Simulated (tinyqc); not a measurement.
Worked calculation (part 1 of 2): G0W0 on RHF in the sto-6g basis, for H2O, spin multiplicity 1. Computed by tinyqc, a small Python program that keeps every step (integrals from PySCF). Settings: charge = 0, multiplicity = 1, basis = sto-6g, method = RHF, energy threshold = 1e-10, iteration cap = 90, orthogonalisation = symmetric, start = atomic densities, DIIS depth = 6. Command: `OMP_NUM_THREADS=1 python tinyqc.py 21477 21478 out.jsonl` (the two numbers bound the seeds that draw the settings). One thread of a shared host (Intel(R) Xeon(R) Processor @ 2.60GHz), about 0.2 s of CPU time with the checks. The early iterations of the SCF are left out here.

## One-electron integrals

Geometry (angstrom):
```
atom         x          y         z
O     0.000000   0.000000  0.000000
H     0.000000   0.922000  0.614000
H     0.000000  -0.922000  0.614000
```

Basis sto-6g: exponents (1/bohr^2) and contraction coefficients of normalised primitives:
```
element  l (shell)     exponent  coefficient
O            s (1)  1355.584234     0.009164
O            s (1)   248.544885     0.049361
O            s (1)    69.533902     0.168538
O            s (1)    23.886772     0.370563
O            s (1)     9.275933     0.416492
O            s (1)     3.820341     0.130334
O            s (2)    52.187762    -0.013253
O            s (2)    10.329320    -0.046992
O            s (2)     3.210345    -0.033785
O            s (2)     1.235135     0.250242
O            s (2)     0.536420     0.595117
O            s (2)     0.245881     0.240706
O            p (3)    52.187762     0.003760
O            p (3)    10.329320     0.037679
O            p (3)     3.210345     0.173897
O            p (3)     1.235135     0.418036
O            p (3)     0.536420     0.425860
O            p (3)     0.245881     0.101708
H            s (1)    35.523221     0.009164
H            s (1)     6.513144     0.049361
H            s (1)     1.822143     0.168538
H            s (1)     0.625955     0.370563
H            s (1)     0.243077     0.416492
H            s (1)     0.100112     0.130334
```

Overlap, kinetic and nuclear-attraction integrals over the contracted functions; the nuclear repulsion is the sum of Za Zb / Rab.

nuclear repulsion = 7.93033882 hartree

overlap S:
```
           1O 1s     1O 2s    1O 2px     1O 2py    1O 2pz     2H 1s      3H 1s
1O 1s   1.000000  0.231145  0.000000   0.000000  0.000000  0.039200   0.039200
1O 2s   0.231145  1.000000  0.000000   0.000000  0.000000  0.383894   0.383894
1O 2px  0.000000  0.000000  1.000000   0.000000  0.000000  0.000000   0.000000
1O 2py  0.000000  0.000000  0.000000   1.000000  0.000000  0.280608  -0.280608
1O 2pz  0.000000  0.000000  0.000000   0.000000  1.000000  0.186869   0.186869
2H 1s   0.039200  0.383894  0.000000   0.280608  0.186869  1.000000   0.153390
3H 1s   0.039200  0.383894  0.000000  -0.280608  0.186869  0.153390   1.000000
```

kinetic energy T (hartree):
```
            1O 1s      1O 2s    1O 2px     1O 2py    1O 2pz      2H 1s      3H 1s
1O 1s   29.327197  -0.896024  0.000000   0.000000  0.000000  -0.005929  -0.005929
1O 2s   -0.896024   0.842618  0.000000   0.000000  0.000000   0.066968   0.066968
1O 2px   0.000000   0.000000  2.531309   0.000000  0.000000   0.000000   0.000000
1O 2py   0.000000   0.000000  0.000000   2.531309  0.000000   0.150706  -0.150706
1O 2pz   0.000000   0.000000  0.000000   0.000000  2.531309   0.100361   0.100361
2H 1s   -0.005929   0.066968  0.000000   0.150706  0.100361   0.768522  -0.009199
3H 1s   -0.005929   0.066968  0.000000  -0.150706  0.100361  -0.009199   0.768522
```

nuclear attraction V (hartree):
```
             1O 1s      1O 2s     1O 2px      1O 2py     1O 2pz      2H 1s      3H 1s
1O 1s   -62.213736  -6.372122   0.000000    0.000000  -0.013594  -1.234986  -1.234986
1O 2s    -6.372122  -9.950723   0.000000    0.000000  -0.157327  -2.929987  -2.929987
1O 2px    0.000000   0.000000  -9.891152    0.000000   0.000000   0.000000   0.000000
1O 2py    0.000000   0.000000   0.000000  -10.014116   0.000000  -1.897815   1.897815
1O 2pz   -0.013594  -0.157327   0.000000    0.000000  -9.945684  -1.302812  -1.302812
2H 1s    -1.234986  -2.929987   0.000000   -1.897815  -1.302812  -5.271497  -0.909116
3H 1s    -1.234986  -2.929987   0.000000    1.897815  -1.302812  -0.909116  -5.271497
```

core Hamiltonian H = T + V (hartree):
```
             1O 1s      1O 2s     1O 2px     1O 2py     1O 2pz      2H 1s      3H 1s
1O 1s   -32.886539  -7.268146   0.000000   0.000000  -0.013594  -1.240915  -1.240915
1O 2s    -7.268146  -9.108105   0.000000   0.000000  -0.157327  -2.863019  -2.863019
1O 2px    0.000000   0.000000  -7.359843   0.000000   0.000000   0.000000   0.000000
1O 2py    0.000000   0.000000   0.000000  -7.482807   0.000000  -1.747109   1.747109
1O 2pz   -0.013594  -0.157327   0.000000   0.000000  -7.414376  -1.202450  -1.202450
2H 1s    -1.240915  -2.863019   0.000000  -1.747109  -1.202450  -4.502975  -0.918315
3H 1s    -1.240915  -2.863019   0.000000   1.747109  -1.202450  -0.918315  -4.502975
```

## Two-electron integrals

Functions are numbered as in S; the eight-fold symmetry (ij|kl) = (ji|kl) = (kl|ij) leaves the list below.

Two-electron integrals (ij|kl) in chemists' order, unique and non-zero (hartree):
```
(11|11) 4.787491    (21|11) 0.675884    (21|21) 0.121505    (22|11) 1.117379
(22|21) 0.249212    (22|22) 0.817383    (31|31) 0.025762    (32|31) 0.039145
(32|32) 0.180664    (33|11) 1.117381    (33|21) 0.249212    (33|22) 0.817382
(33|33) 0.880663    (41|41) 0.025762    (42|41) 0.039145    (42|42) 0.180664
(43|43) 0.047461    (44|11) 1.117381    (44|21) 0.249212    (44|22) 0.817382
(44|33) 0.785741    (44|44) 0.880663    (51|51) 0.025762    (52|51) 0.039145
(52|52) 0.180664    (53|53) 0.047461    (54|54) 0.047461    (55|11) 1.117381
(55|21) 0.249212    (55|22) 0.817382    (55|33) 0.785741    (55|44) 0.785741
(55|55) 0.880663    (61|11) 0.122044    (61|21) 0.021038    (61|22) 0.042238
(61|33) 0.042148    (61|41) 0.000859    (61|42) 0.001682    (61|44) 0.042335
(61|51) 0.000572    (61|52) 0.001120    (61|54) 0.000125    (61|55) 0.042231
(61|61) 0.003713    (62|11) 0.309506    (62|21) 0.070059    (62|22) 0.256042
(62|33) 0.251705    (62|41) 0.004684    (62|42) 0.035221    (62|44) 0.260718
(62|51) 0.003120    (62|52) 0.023455    (62|54) 0.006002    (62|55) 0.255702
(62|61) 0.012209    (62|62) 0.101728    (63|31) 0.007613    (63|32) 0.043418
(63|43) 0.007192    (63|53) 0.004789    (63|63) 0.014026    (64|11) 0.191144
(64|21) 0.043864    (64|22) 0.170940    (64|33) 0.163355    (64|41) 0.010146
(64|42) 0.065356    (64|44) 0.183538    (64|51) 0.001687    (64|52) 0.014610
(64|54) 0.008652    (64|55) 0.165927    (64|61) 0.007976    (64|62) 0.082551
(64|64) 0.080215    (65|11) 0.127291    (65|21) 0.029211    (65|22) 0.113836
(65|33) 0.108785    (65|41) 0.001687    (65|42) 0.014610    (65|44) 0.112647
(65|51) 0.008736    (65|52) 0.053147    (65|54) 0.009764    (65|55) 0.120076
(65|61) 0.005311    (65|62) 0.054974    (65|64) 0.044078    (65|65) 0.043379
(66|11) 0.467784    (66|21) 0.107854    (66|22) 0.452086    (66|33) 0.434507
(66|41) 0.008940    (66|42) 0.093111    (66|44) 0.471041    (66|51) 0.005954
(66|52) 0.062007    (66|54) 0.024329    (66|55) 0.450709    (66|61) 0.018963
(66|62) 0.232713    (66|64) 0.215277    (66|65) 0.143362    (66|66) 0.774999
(71|11) 0.122044    (71|21) 0.021038    (71|22) 0.042238    (71|33) 0.042148
(71|41) -0.000859   (71|42) -0.001682   (71|44) 0.042335    (71|51) 0.000572
(71|52) 0.001120    (71|54) -0.000125   (71|55) 0.042231    (71|61) 0.003651
(71|62) 0.011752    (71|64) 0.007030    (71|65) 0.005117    (71|66) 0.018038
(71|71) 0.003713    (72|11) 0.309506    (72|21) 0.070059    (72|22) 0.256042
(72|33) 0.251705    (72|41) -0.004684   (72|42) -0.035221   (72|44) 0.260718
(72|51) 0.003120    (72|52) 0.023455    (72|54) -0.006002   (72|55) 0.255702
(72|61) 0.011752    (72|62) 0.079482    (72|64) 0.045056    (72|65) 0.041682
(72|66) 0.145047    (72|71) 0.012209    (72|72) 0.101728    (73|31) 0.007613
(73|32) 0.043418    (73|43) -0.007192   (73|53) 0.004789    (73|63) 0.010512
(73|73) 0.014026    (74|11) -0.191144   (74|21) -0.043864   (74|22) -0.170940
(74|33) -0.163355   (74|41) 0.010146    (74|42) 0.065356    (74|44) -0.183538
(74|51) -0.001687   (74|52) -0.014610   (74|54) 0.008652    (74|55) -0.165927
(74|61) -0.007030   (74|62) -0.045056   (74|64) -0.015692   (74|65) -0.023160
(74|66) -0.075353   (74|71) -0.007976   (74|72) -0.082551   (74|74) 0.080215
(75|11) 0.127291    (75|21) 0.029211    (75|22) 0.113836    (75|33) 0.108785
(75|41) -0.001687   (75|42) -0.014610   (75|44) 0.112647    (75|51) 0.008736
(75|52) 0.053147    (75|54) -0.009764   (75|55) 0.120076    (75|61) 0.005117
(75|62) 0.041682    (75|64) 0.023160    (75|65) 0.031996    (75|66) 0.082633
(75|71) 0.005311    (75|72) 0.054974    (75|74) -0.044078   (75|75) 0.043379
(76|11) 0.091361    (76|21) 0.020874    (76|22) 0.082278    (76|33) 0.080543
(76|44) 0.082305    (76|51) 0.001490    (76|52) 0.013140    (76|55) 0.083986
(76|61) 0.003588    (76|62) 0.031801    (76|64) 0.022472    (76|65) 0.019350
(76|66) 0.074443    (76|71) 0.003588    (76|72) 0.031801    (76|74) -0.022472
(76|75) 0.019350    (76|76) 0.012353    (77|11) 0.467784    (77|21) 0.107854
(77|22) 0.452086    (77|33) 0.434507    (77|41) -0.008940   (77|42) -0.093111
(77|44) 0.471041    (77|51) 0.005954    (77|52) 0.062007    (77|54) -0.024329
(77|55) 0.450709    (77|61) 0.018038    (77|62) 0.145047    (77|64) 0.075353
(77|65) 0.082633    (77|66) 0.285230    (77|71) 0.018963    (77|72) 0.232713
(77|74) -0.215277   (77|75) 0.143362    (77|76) 0.074443    (77|77) 0.774999
```

## Orthogonalisation

S = U s U^T; symmetric (Loewdin) form X = U s^(-1/2) U^T, so that X^T S X = 1.

eigenvalues of S: 0.440427  0.519122  0.895158  1.000000  1.087037  1.327488  1.730767

X:
```
            1O 1s      1O 2s    1O 2px     1O 2py     1O 2pz      2H 1s      3H 1s
1O 1s    1.022346  -0.132640  0.000000   0.000000  -0.006190   0.017462   0.017462
1O 2s   -0.132640   1.155818  0.000000   0.000000   0.064339  -0.222499  -0.222499
1O 2px   0.000000   0.000000  1.000000   0.000000   0.000000   0.000000   0.000000
1O 2py   0.000000   0.000000  0.000000   1.078591   0.000000  -0.180505   0.180505
1O 2pz  -0.006190   0.064339  0.000000   0.000000   1.030673  -0.106443  -0.106443
2H 1s    0.017462  -0.222499  0.000000  -0.180505  -0.106443   1.125718  -0.051543
3H 1s    0.017462  -0.222499  0.000000   0.180505  -0.106443  -0.051543   1.125718
```

## Iteration 8 (converged): orbitals

converged F (hartree):
```
             1O 1s      1O 2s     1O 2px     1O 2py     1O 2pz      2H 1s      3H 1s
1O 1s   -20.509619  -4.962173   0.000000   0.000000  -0.024631  -0.848797  -0.848797
1O 2s    -4.962173  -2.298366   0.000000   0.000000  -0.066246  -0.782336  -0.782336
1O 2px    0.000000   0.000000  -0.386053   0.000000   0.000000   0.000000   0.000000
1O 2py    0.000000   0.000000   0.000000  -0.236610   0.000000  -0.369647   0.369647
1O 2pz   -0.024631  -0.066246   0.000000   0.000000  -0.274466  -0.296409  -0.296409
2H 1s    -0.848797  -0.782336   0.000000  -0.369647  -0.296409  -0.408011  -0.218924
3H 1s    -0.848797  -0.782336   0.000000   0.369647  -0.296409  -0.218924  -0.408011
```

Diagonalise F' = X^T F X, C = X C', fill 5 alpha and 5 beta electrons from the bottom; D = 2 C_occ C_occ^T. Each column has its largest component positive (the first on a tie).

F' = X^T F X (hartree):
```
            1          2          3          4          5          6          7
1  -20.184559  -2.502060   0.000000   0.000000  -0.043851  -0.116048  -0.116048
2   -2.502060  -1.260876   0.000000   0.000000   0.094984  -0.403348  -0.403348
3    0.000000   0.000000  -0.386053   0.000000   0.000000   0.000000   0.000000
4    0.000000   0.000000   0.000000   0.000285   0.000000  -0.407213   0.407213
5   -0.043851   0.094984   0.000000   0.000000  -0.171319  -0.277515  -0.277515
6   -0.116048  -0.403348   0.000000  -0.407213  -0.277515  -0.021068  -0.057788
7   -0.116048  -0.403348   0.000000   0.407213  -0.277515  -0.057788  -0.021068
```

orbital energies (hartree): MO1 -20.512585, MO2 -1.206664, MO3 -0.557672, MO4 -0.420918, MO5 -0.386053, MO6 0.444558, MO7 0.594676

coefficients C:
```
              MO1        MO2        MO3        MO4       MO5        MO6        MO7
1O 1s    0.996844  -0.228085   0.000000   0.082437  0.000000   0.104479   0.000000
1O 2s    0.014277   0.891661   0.000000  -0.455261  0.000000  -0.673894   0.000000
1O 2px   0.000000   0.000000   0.000000   0.000000  1.000000   0.000000   0.000000
1O 2py   0.000000   0.000000   0.597014   0.000000  0.000000   0.000000   0.933861
1O 2pz   0.002241   0.078686   0.000000   0.772101  0.000000  -0.697703   0.000000
2H 1s   -0.002806   0.140301   0.449612   0.324233  0.000000   0.716414  -0.723466
3H 1s   -0.002806   0.140301  -0.449612   0.324233  0.000000   0.716414   0.723466
```

D after iteration 8:
```
            1O 1s      1O 2s    1O 2px     1O 2py     1O 2pz      2H 1s      3H 1s
1O 1s    2.105035  -0.453347  0.000000   0.000000   0.095873  -0.016137  -0.016137
1O 2s   -0.453347   2.005054  0.000000   0.000000  -0.562629  -0.045099  -0.045099
1O 2px   0.000000   0.000000  2.000000   0.000000   0.000000   0.000000   0.000000
1O 2py   0.000000   0.000000  0.000000   0.712852   0.000000   0.536849  -0.536849
1O 2pz   0.095873  -0.562629  0.000000   0.000000   1.204672   0.522747   0.522747
2H 1s   -0.016137  -0.045099  0.000000   0.536849   0.522747   0.653939  -0.154664
3H 1s   -0.016137  -0.045099  0.000000  -0.536849   0.522747  -0.154664   0.653939
```

## Convergence

Stop when the energy changes by less than 1e-10 hartree and every element of the error matrix X^T (F D S - S D F) X is below 3e-06.

Course of the cycle:
```
iteration   E (hartree)     change  largest element of the error matrix
1          -75.87270721          -                             9.45e-01
2          -75.59843606   2.74e-01                             1.99e-01
3          -75.64540372  -4.70e-02                             2.64e-02
4          -75.64631286  -9.09e-04                             5.35e-03
5          -75.64635005  -3.72e-05                             2.47e-04
6          -75.64635028  -2.39e-07                             8.34e-05
7          -75.64635032  -3.18e-08                             6.07e-07
8          -75.64635032  -7.96e-13                             4.17e-10
```

PySCF RHF in the same basis = -75.64635032 hartree

Converged in 8 iterations.

## Integrals over molecular orbitals

(pq|rs) = sum C_ip C_jq C_kr C_ls (ij|kl), one index at a time.

one-electron integrals over orbitals h = C^T H C (hartree):
```
            1          2          3          4          5          6          7
1  -32.873861   0.580059   0.000000  -0.200349   0.000000  -0.270804   0.000000
2    0.580059  -7.603875   0.000000   0.525951   0.000000   1.236133   0.000000
3    0.000000   0.000000  -5.992218   0.000000   0.000000   0.000000  -1.797763
4   -0.200349   0.525951   0.000000  -6.663000   0.000000   1.280833   0.000000
5    0.000000   0.000000   0.000000   0.000000  -7.359843   0.000000   0.000000
6   -0.270804   1.236133   0.000000   1.280833   0.000000  -5.230417   0.000000
7    0.000000   0.000000  -1.797763   0.000000   0.000000   0.000000  -5.556674
```

Two-electron integrals over orbitals (pq|rs), unique and non-zero (hartree):
```
(11|11) 4.763329    (21|11) -0.440142   (21|21) 0.065555    (22|11) 1.035912
(22|21) -0.016535   (22|22) 0.725372    (31|31) 0.010512    (32|31) 0.016386
(32|32) 0.130484    (33|11) 0.755584    (33|21) -0.004321   (33|22) 0.611710
(33|33) 0.590661    (41|11) 0.162675    (41|21) -0.022548   (41|22) 0.012066
(41|33) 0.004893    (41|41) 0.025573    (42|11) -0.146457   (42|21) 0.008235
(42|22) -0.024980   (42|33) 0.003644    (42|41) 0.019491    (42|42) 0.131061
(43|31) -0.002175   (43|32) 0.029035    (43|43) 0.054216    (44|11) 0.954529
(44|21) -0.011231   (44|22) 0.670352    (44|33) 0.566724    (44|41) -0.009533
(44|42) -0.097172   (44|44) 0.718180    (51|51) 0.026659    (52|51) 0.033194
(52|52) 0.151280    (53|53) 0.026059    (54|51) -0.011322   (54|52) -0.041875
(54|54) 0.048108    (55|11) 1.117098    (55|21) -0.011602   (55|22) 0.757135
(55|33) 0.598560    (55|41) 0.004013    (55|42) -0.076780   (55|44) 0.699824
(55|55) 0.880663    (61|11) 0.212533    (61|21) -0.033428   (61|22) 0.003574
(61|33) -0.000290   (61|41) -0.002045   (61|42) -0.020461   (61|44) 0.015282
(61|55) 0.005221    (61|61) 0.027365    (62|11) -0.277413   (62|21) 0.007213
(62|22) -0.131750   (62|33) -0.062940   (62|41) -0.018382   (62|42) -0.032343
(62|44) -0.070359   (62|55) -0.143446   (62|61) 0.008229    (62|62) 0.093871
(63|31) -0.002284   (63|32) 0.042821    (63|43) 0.039741    (63|63) 0.081398
(64|11) -0.258996   (64|21) 0.002705    (64|22) -0.125753   (64|33) -0.045809
(64|41) -0.002114   (64|42) 0.039258    (64|44) -0.130619   (64|55) -0.144525
(64|61) -0.000334   (64|62) 0.063258    (64|64) 0.091244    (65|51) -0.013510
(65|52) -0.052584   (65|54) -0.005304   (65|65) 0.033964    (66|11) 0.766591
(66|21) -0.007452   (66|22) 0.584177    (66|33) 0.544196    (66|41) 0.017833
(66|42) 0.050285    (66|44) 0.537916    (66|55) 0.568529    (66|61) -0.007892
(66|62) -0.087171   (66|64) -0.049069   (66|66) 0.573498    (71|31) 0.014777
(71|32) 0.021916    (71|43) -0.003165   (71|63) -0.002857   (71|71) 0.020800
(72|31) 0.014829    (72|32) 0.056094    (72|43) -0.027617   (72|63) -0.028936
(72|71) 0.019954    (72|72) 0.069105    (73|11) 0.373311    (73|21) -0.006687
(73|22) 0.168784    (73|33) 0.089020    (73|41) -0.000320   (73|42) -0.072481
(73|44) 0.150092    (73|55) 0.203863    (73|61) 0.005220    (73|62) -0.070512
(73|64) -0.096434   (73|66) 0.042173    (73|73) 0.157273    (74|31) -0.007802
(74|32) -0.069705   (74|43) -0.011515   (74|63) -0.055761   (74|71) -0.010854
(74|72) -0.017769   (74|74) 0.067887    (75|53) 0.024002    (75|75) 0.025633
(76|31) -0.007954   (76|32) -0.089255   (76|43) -0.062312   (76|63) -0.073395
(76|71) -0.010768   (76|72) 0.001281    (76|74) 0.059710    (76|76) 0.117608
(77|11) 0.851725    (77|21) -0.008883   (77|22) 0.612609    (77|33) 0.582199
(77|41) 0.003291    (77|42) -0.021053   (77|44) 0.585177    (77|55) 0.614314
(77|61) 0.003980    (77|62) -0.063479   (77|64) -0.051965   (77|66) 0.546923
(77|73) 0.102092    (77|77) 0.600905
```
